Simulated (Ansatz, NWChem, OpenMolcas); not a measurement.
# Worked example: vertical ionisation energy of C3H3N (acrylonitrile)

C3H3N: 7 atoms, total charge 0, spin state singlet. SMILES: `C=CC#N`. The shape is that of a PBE0-D4/def2-TZVP optimisation.

```xyz
7

C    -0.5408    0.8296   -0.3506
C     0.3716    0.1052    0.2894
C     0.4133   -1.3159    0.2188
N     0.4651   -2.4657    0.1754
H    -1.3046    0.3667   -0.9633
H    -0.5405    1.9094   -0.2725
H     1.1360    0.5707    0.9028
```

Both states at this one shape; open shells run unrestricted unless said. 1 Eh = 27.2114 eV.

| level | program | singlet C3H3N (Eh) | doublet C3H3N+ (Eh) |
| --- | --- | --- | --- |
| M06-L/6-311+G** | OpenMolcas | -170.852637 | -170.457699 |
| HSE06/6-311+G** | Ansatz | -170.656539 | -170.260399 |
| MP2/6-311+G**, 4 core orbitals frozen | NWChem | -170.381936 | -169.961439 |

Question: Work out the vertical ionisation energy at each level.

Answer: 
1. M06-L/6-311+G**: -170.457699 − (-170.852637) = 0.394938 Eh = 10.75 eV.
2. HSE06/6-311+G**: -170.260399 − (-170.656539) = 0.396140 Eh = 10.78 eV.
3. MP2/6-311+G**: -169.961439 − (-170.381936) = 0.420497 Eh = 11.44 eV.

No measured value is set beside it here; the levels span 10.75 to 11.44 eV. The reference of the second state is spin-contaminated at MP2/6-311+G** (⟨S²⟩ = 0.94).
